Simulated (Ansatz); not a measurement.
Run this with Ansatz 0.2.0 through its Python package and show what comes out.

`torsion.py`:
```python
"""Energy of C2H3NO2 as one group turns about a bond."""

import ansatz as az
from ase import Atoms

atoms = Atoms(["N", "C", "C", "O", "O", "H", "H", "H"], positions=[
    [-1.5619, 0.8216, -0.0015],
    [-0.9657, -0.3164, 0.1618],
    [0.5382, -0.4666, 0.0367],
    [1.132, -1.5129, 0.1821],
    [1.1289, 0.699, -0.2541],
    [-0.8419, 1.5313, -0.2156],
    [-1.5133, -1.2404, 0.4005],
    [2.0837, 0.4842, -0.3099],
])

# relax first, so that the scan starts from a minimum
first = (
    az.Crystal.molecule_from_ase(atoms).calculation()
    .basis(gaussian="def2-SVP")
    .functional("r2SCAN")
    .relax(force_tolerance=0.02, max_steps=80)
)
atoms.positions = first.run(threads=1).report["positions_ang"]

start = atoms.get_dihedral(3, 2, 1, 0)
energies = {}
for turn in range(0, 360, 30):
    turned = atoms.copy()
    turned.set_dihedral(3, 2, 1, 0, start + turn, indices=[0, 1, 5, 6])
    calc = az.Crystal.molecule_from_ase(turned).calculation().basis(gaussian="def2-SVP").functional("r2SCAN")
    energies[round((start + turn) % 360)] = calc.run(threads=1).report["free_energy_ev"]
floor = min(energies.values())
print("dihedral O3-C2-C1-N0 (deg)   E - E(min) (kJ/mol)")
for angle, e in sorted(energies.items()):
    print(f"{angle:8d} {96.485332 * (e - floor):14.3f}  " + "#" * int(30 * (e - floor) / max(max(energies.values()) - floor, 1e-9)))
```

Output of `python torsion.py`:
```text
dihedral O3-C2-C1-N0 (deg)   E - E(min) (kJ/mol)
       0          0.000
      30          7.685  #######
      60         22.409  ######################
      90         29.593  ##############################
     120         22.829  #######################
     150          9.463  #########
     180          2.717  ##
     210          9.465  #########
     240         22.831  #######################
     270         29.591  #############################
     300         22.403  ######################
     330          7.678  #######
```

The scan is rigid and the energies are electronic, in a modest basis. With rigid groups the curve can differ much from the relaxed path, the start wasn't checked as a minimum of this torsion, and equivalent turns needn't return to the same energy. Run time: 64 s on 1 thread of Arm Neoverse V1, on a shared host, peak memory 0.21 GiB.
